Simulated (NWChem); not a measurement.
Program: NWChem. System: fluorine (F2), charge 0, spin multiplicity 1, at a geometry optimised with PBE0/def2-SVP. Level: real-time TD-B3LYP/6-31G* (spherical d), VWN1-RPA local correlation.

The NWChem input:

```
start mol
memory heap 200 mb stack 900 mb global 1100 mb
geometry "system" units angstroms nocenter noautoz noautosym
  F      0.000000     0.000000     0.688226
  F      0.000000     0.000000    -0.688226
end
set geometry "system"
basis spherical
  * library 6-31g*
end
dft
  xc b3lyp
  semidirect memsize 60000000 filesize 0
  iterations 100
  convergence energy 1e-10 density 1e-9 gradient 1e-8
  tolerances tight
end
task dft energy
rt_tddft
  tmax 150.0
  dt 0.2
  tag "kick"
  print dipole
  field "kick"
    type delta
    polarization z
    max 0.0001
  end
  excite "system" with "kick"
end
task dft rt_tddft
```

NWChem printed:

```
             Northwest Computational Chemistry Package (NWChem) 7.3.0
             --------------------------------------------------------

                                NWChem Input Module
                                -------------------

 Scaling coordinates for geometry "system" by  1.889725989
 (inverse scale =  0.529177249)

                              Geometry "system" -> ""
                              -----------------------

 Output coordinates in angstroms (scale by  1.889725989 to convert to a.u.)

  No.       Tag          Charge          X              Y              Z
 ---- ---------------- ---------- -------------- -------------- --------------
    1 F                    9.0000     0.00000000     0.00000000     0.68822600
    2 F                    9.0000     0.00000000     0.00000000    -0.68822600

 Effective nuclear repulsion energy (a.u.)      31.1404663359

            Nuclear Dipole moment (a.u.)
            ----------------------------
        X                 Y               Z
 ---------------- ---------------- ----------------
     0.0000000000     0.0000000000     0.0000000000


 Summary of "ao basis" -> "" (spherical)
 ------------------------------------------------------------------------------
       Tag                 Description            Shells   Functions and Types
 ---------------- ------------------------------  ------  ---------------------
 *                           6-31g*                   on all atoms

                                 NWChem DFT Module
                                 -----------------

 Summary of "ao basis" -> "ao basis" (spherical)
 ------------------------------------------------------------------------------
       Tag                 Description            Shells   Functions and Types
 ---------------- ------------------------------  ------  ---------------------
 F                           6-31g*                  6       14   3s2p1d

 Summary of "ao basis" -> "ao basis" (spherical)
 ------------------------------------------------------------------------------
       Tag                 Description            Shells   Functions and Types
[...]
        11        0.00        1.06663873E+00
        12        0.00        1.06663873E+00
        13        0.00        1.07149365E+00
        14        0.00        1.21701794E+00
        15        0.00        1.24193500E+00
        16        0.00        1.24193500E+00
        17        0.00        1.25742356E+00
        18        0.00        1.53882461E+00
        19        0.00        1.53882461E+00
        20        0.00        1.68312433E+00
        21        0.00        1.68312483E+00
        22        0.00        1.75909255E+00
        23        0.00        1.94195941E+00
        24        0.00        1.94195995E+00
        25        0.00        2.10569982E+00
        26        0.00        2.47416916E+00
        27        0.00        2.47416916E+00
        28        0.00        3.50163295E+00

kick      0.00000        ### Propagation started ###
kick      0.00000        ### Checks passed ###
kick      0.00000   0.000000000000E+000   0.000000000000E+000   1.000000000000E-004     # Applied E-field [system] (alpha spin)
kick      0.00000   0.000000000000E+000   0.000000000000E+000   1.000000000000E-004     # Applied E-field [system] (beta spin)
kick      0.00000   3.114046633590E+001     # Enuc
kick      0.00000  -3.403279272506E+002     # Ecore
kick      0.00000   1.305080317961E+002     # Ecoul
kick      0.00000  -2.081537153303E+001     # Exc(1)
kick      0.00000   0.000000000000E+000     # Exc(2)
kick      0.00000  -1.994948006517E+002     # Etot
kick      0.00000  -3.979039320257E-013     # Eadded
kick      0.00000  -3.916269374915E-015   5.533213997527E-015  -1.203918909010E-012     # Dipole moment [system]
kick      0.00000        ### Saved restart file ###
kick      0.00000   4.686917520758E-012     # Magnus interpol (matrix 1 of 1)
kick      0.00000                     2     # Magnus total interpolations
kick      0.20000   0.000000000000E+000   0.000000000000E+000   0.000000000000E+000     # Applied E-field [system] (alpha spin)
kick      0.20000   0.000000000000E+000   0.000000000000E+000   0.000000000000E+000     # Applied E-field [system] (beta spin)
kick      0.20000   3.114046633590E+001     # Enuc
kick      0.20000  -3.403279272499E+002     # Ecore
kick      0.20000   1.305080317959E+002     # Ecoul
kick      0.20000  -2.081537153301E+001     # Exc(1)
kick      0.20000   0.000000000000E+000     # Exc(2)
kick      0.20000  -1.994948006510E+002     # Etot
kick      0.20000   6.213269898581E-010     # Eadded
kick      0.20000  -3.981897618173E-015   7.196226440258E-015   1.262265417253E-005     # Dipole moment [system]
kick      0.20000   5.122791080225E-012     # Magnus interpol (matrix 1 of 1)
kick      0.20000                     2     # Magnus total interpolations
kick      0.40000   0.000000000000E+000   0.000000000000E+000   0.000000000000E+000     # Applied E-field [system] (alpha spin)
kick      0.40000   0.000000000000E+000   0.000000000000E+000   0.000000000000E+000     # Applied E-field [system] (beta spin)
kick      0.40000   3.114046633590E+001     # Enuc
...
kick     28.60000   5.544507075683E-010     # Eadded
kick     28.60000  -3.175093544427E-015   5.040493348886E-015  -5.705414286659E-005     # Dipole moment [system]
kick     28.60000   2.153832667773E-014     # Magnus interpol (matrix 1 of 1)
kick     28.60000                     2     # Magnus total interpolations
kick     28.80000   0.000000000000E+000   0.000000000000E+000   0.000000000000E+000     # Applied E-field [system] (alpha spin)
kick     28.80000   0.000000000000E+000   0.000000000000E+000   0.000000000000E+000     # Applied E-field [system] (beta spin)
kick     28.80000   3.114046633590E+001     # Enuc
kick     28.80000  -3.403279272494E+002     # Ecore
kick     28.80000   1.305080317954E+002     # Ecoul
kick     28.80000  -2.081537153299E+001     # Exc(1)
kick     28.80000   0.000000000000E+000     # Exc(2)
kick     28.80000  -1.9
```
